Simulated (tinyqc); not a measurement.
UHF in the sto-3g basis, for LiH, spin multiplicity 3, step by step. One step of it, computed by the program tinyqc.

Question. Iteration 4: DIIS coefficients. Solve [B -1; -1 0][c; lambda] = [0; -1] for the coefficients, which sum to one.

B (overlaps of the stored error matrices), lower triangle:
```
               1              2              3              4
1  3.3918290e-02
2  1.1873747e-02  4.3053962e-03
3  2.5740074e-04  1.4171480e-04  2.6539520e-05
4  1.9290542e-05  1.3228125e-05  4.8056033e-06  1.2660520e-06
```

Give: DIIS coefficients.

Answer.

DIIS coefficients: -0.035  0.108  -0.486  1.413
